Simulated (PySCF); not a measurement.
# [B2H5]− (SMILES B[BH3-]) at CCSD(T)/6-31G(d,p) (spherical functions)

Aim: the vertical singlet–triplet gap of [B2H5]− at CCSD(T)/6-31G** (spherical functions), from 2 runs. The job is set up through a Python script.

The results are computed with PySCF 2.14.0.

## Step 1: The structure to begin with

The species is [B2H5]− (7 atoms), meant as a singlet with charge -1. As SMILES, `B[BH3-]`. Geometry: relaxed at GFN2-xTB.

Bond lengths: B1–B2 1.680 Å, B1–H3 1.204 Å, B1–H4 1.203 Å, B2–H5 1.241 Å, B2–H6 1.241 Å, B2–H7 1.240 Å. Angles: B1–B2–H5 110.6°, B1–B2–H6 110.4°, B1–B2–H7 115.9°, B2–B1–H3 126.5°, B2–B1–H4 123.5°, H5–B2–H6 105.3°, H5–B2–H7 107.0°, H6–B2–H7 107.0°, H3–B1–H4 110.0°.

## Step 2: The energy at CCSD(T)/6-31G(d,p) (spherical functions)

run.py

```python
# B[BH3-]
from pyscf import gto, cc

molecule = gto.Mole()
molecule.atom = [
    ('B', (0.210010, -0.813600, 0.474350)),
    ('B', (-0.119910, 0.613520, -0.349380)),
    ('H', (1.262150, -1.128320, 0.968990)),
    ('H', (-0.606320, -1.678230, 0.657480)),
    ('H', (-0.531530, 0.371570, -1.495060)),
    ('H', (-1.042200, 1.230100, 0.207460)),
    ('H', (0.827810, 1.404960, -0.463840)),
]
molecule.spin = 0
molecule.basis = '6-31g**'
molecule.charge = -1
molecule.max_memory = 1860
molecule.verbose = 3
molecule.build()

myscf = molecule.RHF()
myscf.conv_tol = 1e-10
myscf.kernel()
if not myscf.converged:
    myscf = myscf.newton().run(myscf.mo_coeff, myscf.mo_occ)

mycc = cc.CCSD(myscf, frozen=2)
mycc.kernel()
e_t = mycc.ccsd_t()
energy = mycc.e_tot + e_t
print('Final energy', energy)
```

The run is started by

```bash
$ OMP_NUM_THREADS=1 python run.py
```

The program printed:

```text
converged SCF energy = -52.210784777794
E(CCSD) = -52.4550624706414  E_corr = -0.2442776928473526
CCSD(T) correction = -0.00577402612078465
Final energy -52.460836496762184
```

Run time: 2.9 s. Hardware: 1 thread of Arm Neoverse V1, shared host; peak memory 0.16 GiB.

## Step 3: The triplet

calc.py

```python
from pyscf import gto, scf, cc

molecule = gto.Mole()
molecule.atom = '''
B    0.210010  -0.813600   0.474350
B   -0.119910   0.613520  -0.349380
H    1.262150  -1.128320   0.968990
H   -0.606320  -1.678230   0.657480
H   -0.531530   0.371570  -1.495060
H   -1.042200   1.230100   0.207460
H    0.827810   1.404960  -0.463840
'''
molecule.max_memory = 1860
molecule.charge = -1
molecule.verbose = 3
molecule.basis = '6-31g**'
molecule.spin = 2
molecule.build()

mf = scf.UHF(molecule)
mf.conv_tol = 1e-10
mf.kernel()
if not mf.converged:
    mf = mf.newton().run(mf.mo_coeff, mf.mo_occ)

mycc = cc.CCSD(mf, frozen=2)
mycc.kernel()
e_t = mycc.ccsd_t()
etot = mycc.e_tot + e_t
print(f'total energy: {etot:.8f} hartree')
```

The run is started by

```bash
$ OMP_NUM_THREADS=1 python calc.py
```

The program printed:

```text
WARN: HOMO -0.00115717348763678 >= LUMO -0.268580878163493

converged SCF energy = -52.1036289319943  <S^2> = 2.0134872  2S+1 = 3.008978
E(UCCSD) = -52.33335141944367  E_corr = -0.2297224874494161
UCCSD(T) correction = -0.00512268652021259
total energy: -52.33847411 hartree
```

Wall time 11 s (1 thread of Arm Neoverse V1, shared host); peak memory 0.39 GiB.

## Step 4: What came out

At CCSD(T)/6-31G** (spherical functions), 2 core orbitals frozen:

| quantity | value |
| --- | --- |
| singlet: total energy | -52.46084 Eh |
| singlet: HOMO energy (Hartree–Fock orbitals) | -4.16 eV |
| singlet: LUMO energy (Hartree–Fock orbitals) | 8.63 eV |
| singlet: HOMO–LUMO gap (to an unbound level, set by the basis) | 12.79 eV |
| singlet: correlation energy (2 core orbitals frozen) | -250.1 mEh |
| singlet: (T) correction | -5.77 mEh |
| singlet: T1 diagnostic | 0.012 |
| triplet: total energy | -52.33847 Eh |
| triplet: HOMO energy (Hartree–Fock orbitals) (highest over α and β) | -0.77 eV |
| triplet: LUMO energy (Hartree–Fock orbitals) (lowest over α and β) | 6.47 eV |
| triplet: correlation energy (2 core orbitals frozen) | -234.8 mEh |
| triplet: (T) correction | -5.12 mEh |
| triplet: ⟨S²⟩ of the reference determinant | 2.013 |
| triplet: T1 diagnostic | 0.015 |
| vertical energy of the triplet above the singlet | 3.330 eV |

At this shape the triplet lies 3.33 eV (321 kJ/mol) above the singlet. The triples (singlet) make up 2.3 % of the correlation energy. The triples (triplet) make up 2.2 % of the correlation energy.
